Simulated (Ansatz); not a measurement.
# SiH3 (doublet): HSE06, B2PLYP, RPA-PBE over a scan of the distance H1–H2 along a hydrogen transfer, cc-pVTZ

The task here is to estimate one member of a computed series from the others.

Method: cc-pVTZ, all electrons in the functionals, frozen cores in the correlation of double hybrids and RPA; program: Ansatz 0.2.0, Gaussian basis.

The runs, in order: HSE06, B2PLYP, RPA-PBE, at 0.745 Å; 0.832 Å; 1.005 Å; 1.179 Å; 1.352 Å.

6 further runs of the same task are left out: 1 for a mislabelled method, 3 that didn't finish, 2 set aside as unsound or not needed.

**What is computed**

The geometry derives from fragments relaxed apart (PBE0/def2-TZVP) and kept rigid, so it is no stationary point. A hydrogen atom is moved between rigid fragments.

4 atoms, charge 0, spin multiplicity 2.

Atoms are counted from 1 here; the program's logs count them from 0.

Bond lengths: H1–H2 0.745 Å, Si3–H4 1.532 Å.

As a file:

```xyz
4
charge 0, multiplicity 2
H    -2.64806    0.04794    0.00000
H    -1.90306    0.04794    0.00000
Si    0.14394    0.04794    0.00000
H     0.54037   -1.43158    0.00000
```

No dispersion term is added. HSE06 is the plane-wave form.

The geometry shown and the zero of energy belong to the point 0.745 Å. The yardstick, UCCSDT(Q), and other wave-function levels (R restricted, U unrestricted, valence and pair active spaces) come from earlier runs.

Set-up of the first run:

Input file in.yaml:

```yaml
crystal:
  periodic: [false, false, false]
  atoms:
    - {symbol: H, position_ang: [-2.648061, 0.047936, 0.000000]}
    - {symbol: H, position_ang: [-1.903061, 0.047936, 0.000000]}
    - {symbol: Si, position_ang: [0.143939, 0.047936, 0.000000]}
    - {symbol: H, position_ang: [0.540373, -1.431577, 0.000000]}
basis:
  gaussian: {orbitals: cc-pVTZ}
magnetization: {spin_polarized: true, initial_magnetization: 1}
hamiltonian: {xc: {name: HSE06}}
```

The run is started by

```sh
ansatz run in.yaml --threads 1 --pin off --events-out ev --progress --plain --max-ram 2393MiB
```

Steps of the session up to this table: HSE06, 0.745 Å; HSE06, 0.832 Å; HSE06, 1.005 Å; HSE06, 1.179 Å; HSE06, 1.352 Å; B2PLYP, 0.745 Å; B2PLYP, 0.832 Å; B2PLYP, 1.005 Å; B2PLYP, 1.179 Å; B2PLYP, 1.352 Å; RPA-PBE, 0.745 Å; RPA-PBE, 0.832 Å; RPA-PBE, 1.005 Å; RPA-PBE, 1.179 Å; RPA-PBE, 1.352 Å.

One of the session's tables, all rows but one given; the rest of the session is left out.

It belongs to the step «The comparison». 

```
    level  0.832 Å  1.005 Å  1.179 Å  1.352 Å
UCCSDT(Q)    0.129    0.727    1.252    1.473
    HSE06        ?        ?        ?        ?
   B2PLYP    0.131    0.755    1.231    1.476
  RPA-PBE    0.131    0.728    1.274    1.558
```

Estimate the missing values for HSE06.

**Answer.** 0.832 Å: 0.092; 1.005 Å: 0.643; 1.179 Å: 1.127; 1.352 Å: 1.418. In the column «0.832 Å» it is the lowest.
